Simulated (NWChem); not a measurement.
**C2HF3 (SMILES [CH]C(F)(F)F): levels of theory compared**

We compute a comparison of 3 runs (UHF/STO-3G, UHF/3-21G, UB3LYP/6-31G*) of C2HF3. 

Program for the calculation: NWChem 7.3.0.

## Step 1: The molecule

C2HF3 has 6 atoms, charge 0, and is taken as a triplet. As SMILES, `[CH]C(F)(F)F`. The coordinates come from a GFN2-xTB relaxation.

Bond lengths: C1–C2 1.446 Å, C2–F3 1.335 Å, C2–F4 1.359 Å, C2–F5 1.358 Å, C1–H6 1.064 Å. Angles: C1–C2–F3 114.0°, C1–C2–F4 112.1°, C1–C2–F5 112.2°, F3–C2–F4 106.4°, F3–C2–F5 106.4°, F4–C2–F5 105.1°, C2–C1–H6 134.9°.

## Step 2: Energy and gradient at UHF/STO-3G (run 1)

File run.py:

```python
from ase import Atoms
from ase.calculators.nwchem import NWChem

atoms = Atoms(['C', 'C', 'F', 'F', 'F', 'H'], positions=[
    [-0.824610, 0.594950, 0.441940],
    [0.313230, -0.199280, 0.034370],
    [1.094090, -0.587870, 1.045350],
    [-0.060720, -1.330240, -0.619120],
    [1.115890, 0.464600, -0.837330],
    [-1.637900, 1.057840, -0.065210],
])

calc = NWChem(
    label='c2hf3',
    theory='scf',
    memory='2200 mb',
    basis='STO-3G',
    basispar='spherical bse',
    scf={'nopen': '2', 'uhf': None, 'thresh': '1e-08', 'maxiter': '80'},
)
atoms.calc = calc

forces = atoms.get_forces()
e = atoms.get_potential_energy()
print(f"E = {e:.6f} eV")
print("forces (eV/A):")
for s, f in zip(atoms.symbols, forces):
    print(f"{s:2s} {f[0]:10.5f} {f[1]:10.5f} {f[2]:10.5f}")
```

On the command line:

```console
export ASE_NWCHEM_COMMAND="nwchem PREFIX.nwi > PREFIX.nwo"
python run.py
```

The program printed:

```text
E = -10051.758542 eV
forces (eV/A):
C    -2.32196    1.82137    2.34515
C     1.30463   -1.13977   -2.15140
F     1.29414   -0.56096    2.37153
F    -0.74140   -1.46959   -0.74531
F     0.95748    1.12583   -1.07210
H    -0.49288    0.22307   -0.74793
```

The calculator wrote c2hf3.nwi:

```
title "c2hf3"

permanent_dir c2hf3

scratch_dir c2hf3

start c2hf3

geometry units angstrom nocenter noautosym noautoz
  C  -8.2460999999999995e-01 5.9494999999999998e-01 4.4194000000000000e-01
  C  3.1323000000000001e-01 -1.9928000000000001e-01 3.4369999999999998e-02
  F  1.0940900000000000e+00 -5.8787000000000000e-01 1.0453500000000000e+00
  F  -6.0720000000000003e-02 -1.3302400000000001e+00 -6.1912000000000000e-01
  F  1.1158900000000000e+00 4.6460000000000001e-01 -8.3733000000000002e-01
  H  -1.6378999999999999e+00 1.0578399999999999e+00 -6.5210000000000004e-02
end

memory 2200 mb

basis spherical bse noprint
   * library STO-3G
end

scf
  nopen 2
  uhf
  thresh 1e-08
  maxiter 80
end

task scf gradient
```

c2hf3.nwo:

```text
Northwest Computational Chemistry Package (NWChem) 7.3.0
             --------------------------------------------------------

           Job information
           ---------------

    nwchem branch   = 7.3.0
    use scalapack   = T
    input           = c2hf3.nwi
    prefix          = c2hf3.
    data base       = c2hf3/c2hf3.db
    status          = startup
    nproc           =        1

           Memory information
           ------------------

    heap     =     72089600 doubles =      550.0 Mbytes
    stack    =     72089597 doubles =      550.0 Mbytes
    global   =    144179200 doubles =     1100.0 Mbytes (distinct from heap & stack)
    total    =    288358397 doubles =     2200.0 Mbytes
    verify   = yes
    hardfail = no

           Directory information
           ---------------------

  0 permanent = c2hf3
  0 scratch   = c2hf3

                                NWChem Input Module
                                -------------------

                                       c2hf3
                                       -----

[... 26 lines left out ...]
            Nuclear Dipole moment (a.u.)
[... 82 lines left out ...]
 1-e energy   =    -881.407492
[... 7 lines left out ...]
         Quadratically convergent UHF
[... 15 lines left out ...]
       Final UHF  results
[... 3 lines left out ...]
      One electron energy =   -879.344636848163
[... 1 line left out ...]
 Nuclear repulsion energy =    182.077631899731
[... 38 lines left out ...]
          Final beta eigenvalues
[... 180 lines left out ...]
                     UHF Final Beta Molecular Orbital Analysis
[... 217 lines left out ...]
                              NWChem Gradients Module
                              -----------------------

                                       c2hf3

  wavefunction    =   UHF

                         UHF ENERGY GRADIENTS

    atom               coordinates                        gradient
                 x          y          z           x          y          z
   1 C      -1.558287   1.124292   0.835146    0.045155  -0.035420  -0.045606
   2 C       0.591919  -0.376585   0.064950   -0.025371   0.022165   0.041838
   3 F       2.067530  -1.110913   1.975425   -0.025167   0.010909  -0.046119
   4 F      -0.114744  -2.513789  -1.169967    0.014418   0.028579   0.014494
   5 F       2.108726   0.877967  -1.582324   -0.018620  -0.021894   0.020849
   6 H      -3.095182   1.999028  -0.123229    0.009585  -0.004338   0.014545

                 ----------------------------------------
                 |  Time  |  1-e(secs)   |  2-e(secs)   |
                 ----------------------------------------
                 |  CPU   |       0.00   |       0.14   |
                 ----------------------------------------
                 |  WALL  |       0.00   |       0.14   |
                 ----------------------------------------

 Task  times  cpu:        1.5s     wall:        1.5s
 Total times  cpu:        1.5s     wall:        1.5s
```

Run time: 2.6 s. Hardware: 1 thread of Intel Xeon 6975P-C (Granite Rapids), shared host; peak memory 0.097 GiB.

## Step 3: Energy and gradient at UHF/3-21G (run 2)

File run.py:

```python
from ase import Atoms
from ase.calculators.nwchem import NWChem

mol = Atoms(['C', 'C', 'F', 'F', 'F', 'H'], positions=[
    [-0.824610, 0.594950, 0.441940],
    [0.313230, -0.199280, 0.034370],
    [1.094090, -0.587870, 1.045350],
    [-0.060720, -1.330240, -0.619120],
    [1.115890, 0.464600, -0.837330],
    [-1.637900, 1.057840, -0.065210],
])

calc = NWChem(
    label='test',
    theory='scf',
    memory='2200 mb',
    basis='3-21G',
    basispar='spherical bse',
    scf={'nopen': '2', 'uhf': None, 'thresh': '1e-08', 'maxiter': '80', 'print': 'low'},
)
mol.calc = calc

forces = mol.get_forces()
e = mol.get_potential_energy()
print(f"E = {e:.6f} eV")
print("forces (eV/A):")
for s, f in zip(mol.symbols, forces):
    print(f"{s:2s} {f[0]:10.5f} {f[1]:10.5f} {f[2]:10.5f}")
```

On the command line:

```console
export ASE_NWCHEM_COMMAND="nwchem PREFIX.nwi > PREFIX.nwo"
python run.py
```

The program printed:

```text
E = -10136.523234 eV
forces (eV/A):
C    -0.42536    0.38330    0.81463
C     0.65306   -0.62051   -1.43982
F     0.01959    0.07107    0.69852
F    -0.23212    0.02396    0.09390
F    -0.10140    0.22703    0.06109
H     0.08623   -0.08485   -0.22831
```

The calculator wrote test.nwi:

```
title "test"

permanent_dir test

scratch_dir test

start test

geometry units angstrom nocenter noautosym noautoz
  C  -8.2460999999999995e-01 5.9494999999999998e-01 4.4194000000000000e-01
  C  3.1323000000000001e-01 -1.9928000000000001e-01 3.4369999999999998e-02
  F  1.0940900000000000e+00 -5.8787000000000000e-01 1.0453500000000000e+00
  F  -6.0720000000000003e-02 -1.3302400000000001e+00 -6.1912000000000000e-01
  F  1.1158900000000000e+00 4.6460000000000001e-01 -8.3733000000000002e-01
  H  -1.6378999999999999e+00 1.0578399999999999e+00 -6.5210000000000004e-02
end

memory 2200 mb

basis spherical bse noprint
   * library 3-21G
end

scf
  nopen 2
  uhf
  thresh 1e-08
  maxiter 80
  print low
end

task scf gradient
```

test.nwo:

```text
Northwest Computational Chemistry Package (NWChem) 7.3.0
             --------------------------------------------------------

           Job information
           ---------------

    nwchem branch   = 7.3.0
    use scalapack   = T
    input           = test.nwi
    prefix          = test.
    data base       = test/test.db
    status          = startup
    nproc           =        1

           Memory information
           ------------------

    heap     =     72089600 doubles =      550.0 Mbytes
    stack    =     72089597 doubles =      550.0 Mbytes
    global   =    144179200 doubles =     1100.0 Mbytes (distinct from heap & stack)
    total    =    288358397 doubles =     2200.0 Mbytes
    verify   = yes
    hardfail = no

           Directory information
           ---------------------

  0 permanent = test
  0 scratch   = test

                                NWChem Input Module
                                -------------------

                                       test
                                       ----

[... 26 lines left out ...]
            Nuclear Dipole moment (a.u.)
[... 63 lines left out ...]
 Forming initial guess at       0.0s

 Starting SCF solution at       0.1s

       Final UHF  results
       ------------------

         Total SCF energy =   -372.510361090406
      One electron energy =   -879.104324615343
      Two electron energy =    324.516331625205
 Nuclear repulsion energy =    182.077631899731

                       Sz =      1.0000
                 Sz(Sz+1) =      2.0000
                      S^2 =      2.0176

        Time for solution =      1.4s

                              NWChem Gradients Module
                              -----------------------

                         UHF ENERGY GRADIENTS

    atom               coordinates                        gradient
                 x          y          z           x          y          z
   1 C      -1.558287   1.124292   0.835146    0.008272  -0.007454  -0.015842
   2 C       0.591919  -0.376585   0.064950   -0.012700   0.012067   0.028000
   3 F       2.067530  -1.110913   1.975425   -0.000381  -0.001382  -0.013584
   4 F      -0.114744  -2.513789  -1.169967    0.004514  -0.000466  -0.001826
   5 F       2.108726   0.877967  -1.582324    0.001972  -0.004415  -0.001188
   6 H      -3.095182   1.999028  -0.123229   -0.001677   0.001650   0.004440

 Task  times  cpu:        1.6s     wall:        1.6s
 Total times  cpu:        1.6s     wall:        1.6s
```

Wall time 2.9 s (1 thread of Intel Xeon 6975P-C (Granite Rapids), shared host); peak memory 0.096 GiB.

## Step 4: Energy and forces at UB3LYP/6-31G(d) (Cartesian functions) (run 3)

File input.xyz:

```xyz
6

C     -0.824610     0.594950     0.441940
C      0.313230    -0.199280     0.034370
F      1.094090    -0.587870     1.045350
F     -0.060720    -1.330240    -0.619120
F      1.115890     0.464600    -0.837330
H     -1.637900     1.057840    -0.065210
```

File input.nw:

```
start input
memory total 2200 mb
charge 0
geometry units angstrom noautosym nocenter noautoz
  load format xyz input.xyz
end
basis
  * library 6-31G*
end
dft
  xc b3lyp
  mult 3
  grid xfine
  convergence energy 1e-08
  iterations 100
  mulliken
end
task dft gradient
```

On the command line:

```console
nwchem input.nw > input.out
```

The program printed:

```text
[...]
          Wavefunction type:  spin polarized.
          No. of atoms     :     6
          No. of electrons :    40
[...]
          Charge           :     0
          Spin multiplicity:     3
[...]
          AO basis - number of functions:    77
[...]
              XC Information
              --------------
                         B3LYP Method XC Potential
                     Hartree-Fock (Exact) Exchange  0.200
                        Slater Exchange Functional  0.800 local
                    Becke 1988 Exchange Functional  0.720 non-local
              Lee-Yang-Parr Correlation Functional  0.810
                  VWN I RPA Correlation Functional  0.190 local
[...]
 d= 0,ls=0.0,diis     1   -376.0000212272 -5.58D+02  1.13D-02  4.30D-01     3.4
[...]
 d= 0,ls=0.0,diis    11   -376.1862607890 -9.03D-09  3.76D-07  8.16D-10    34.1
[...]
         Total DFT energy =     -376.186260789042
      One electron energy =     -882.579210918527
           Coulomb energy =      366.923595554554
    Exchange-Corr. energy =      -42.608277324800
 Nuclear repulsion energy =      182.077631899732
[...]
      Total Density - Mulliken Population Analysis
     ---------------------------------------------
    Atom       Charge   Shell Charges
 -----------   ------   -------------------------------------------------------
    1 C    6     6.21   1.99  0.74  1.89  0.69  0.90 -0.00
    2 C    6     5.22   1.99  0.73  1.83  0.16  0.39  0.12
    3 F    9     9.25   1.99  0.95  3.32  0.97  1.97  0.06
    4 F    9     9.26   1.99  0.95  3.31  0.97  1.98  0.05
    5 F    9     9.26   1.99  0.95  3.31  0.97  1.98  0.05
    6 H    1     0.80   0.51  0.28
[...]
      <S2> =      2.0057 (Exact =     2.0000)
[...]
  wavefunction    = open shell
                         DFT ENERGY GRADIENTS
    atom               coordinates                        gradient
                 x          y          z           x          y          z
   1 C      -1.558287   1.124292   0.835146   -0.000371  -0.001690  -0.014790
   2 C       0.591919  -0.376585   0.064950   -0.014308   0.011760   0.017800
   3 F       2.067530  -1.110913   1.975425   -0.000204  -0.001352  -0.012336
   4 F      -0.114744  -2.513789  -1.169967    0.006192   0.002490   0.000502
   5 F       2.108726   0.877967  -1.582324    0.000245  -0.006624   0.001724
   6 H      -3.095182   1.999028  -0.123229    0.008446  -0.004584   0.007099
[...]
```

Wall time 40 s (1 thread of Intel Xeon 6975P-C (Granite Rapids), shared host); peak memory 0.13 GiB.

## Step 5: The series

```tsv
run	level	Cartesian functions	iteration cap	energy (Eh)	dipole moment (D)	HOMO energy (eV)	LUMO energy (eV)	wall time
1	UHF/STO-3G	no	80	-369.395316	1.53	-10.70	7.19	2.6 s
2	UHF/3-21G	no	80	-372.510361	–	–	–	2.9 s
3	UB3LYP/6-31G* (Cartesian functions)	yes	100	-376.186261	1.89	-7.61	-3.26	40 s
```

## Step 6: Outcome

| quantity | value |
| --- | --- |
| run 3: total energy | -376.18626 Eh |
| run 3: dipole moment | 1.89 D |
| run 3: HOMO energy (highest over α and β) | -7.61 eV |
| run 3: LUMO energy (lowest over α and β) | -3.26 eV |
| run 3: ⟨S²⟩ | 2.006 |
| run 3: largest force on an atom | 1.321 eV/Å |

In words: In run 1 the basis is minimal, so the values are rough. All runs together took 46 s, the longest 40 s.
